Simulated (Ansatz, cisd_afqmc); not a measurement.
System: CH3, charge 0, doublet. CH3 (SMILES [CH3], doublet).
B3LYP-D3(BJ)/def2-TZVP minimum from Ansatz (a quantum-chemistry and plane-wave program):
```xyz
4

C      0.0000     0.0000     0.0000
H      0.0036     1.0786    -0.0270
H      0.9326    -0.5425     0.0110
H     -0.9362    -0.5361     0.0160
```
Charge 0, spin multiplicity 2.

Total energies in aug-cc-pVDZ, 7 correlated electrons, 1 frozen orbitals. UHF or UKS for unpaired electrons; spin-orbit terms are left out. Cores are frozen in correlated methods. No relativity. The Monte Carlo rows (phaseless AFQMC, CISD trial, step 0.005/hartree) carry one-sigma bars that omit the constraint's bias. Outlying blocks are dropped, and bars are widened where a walk drifts. Over all cases where full CI ran beside it in this data, AFQMC minus full CI had a median of +0.1 mEh and passed +0.4 mEh in a tenth of the cases.

```json
[
 {"method": "HF", "program": "Ansatz", "energy (Eh)": "-39.56581", "minus CCSDTQ (mEh)": "159.10"},
 {"method": "MP2", "program": "Ansatz", "energy (Eh)": "-39.69810", "minus CCSDTQ (mEh)": "26.81"},
 {"method": "CCSD", "program": "Ansatz", "energy (Eh)": "-39.72102", "minus CCSDTQ (mEh)": "3.89"},
 {"method": "CCSD(T)", "program": "Ansatz", "energy (Eh)": "-39.72430", "minus CCSDTQ (mEh)": "0.61"},
 {"method": "CCSDT(Q)", "program": "Ansatz", "energy (Eh)": "-39.72491", "minus CCSDTQ (mEh)": "0.01"},
 {"method": "CCSDTQ", "program": "Ansatz", "energy (Eh)": "-39.72491", "minus CCSDTQ (mEh)": "0.00"},
 {"method": "AFQMC/CISD", "program": "cisd_afqmc", "energy (Eh)": "-39.7250 ± 0.0001", "minus CCSDTQ (mEh)": "-0.1 ± 0.1"}
]
```

Rough core times of Ansatz's runs on a shared machine: CCSD(T) under 20 s, CCSDT(Q) 70 s, CCSDTQ 20 min.
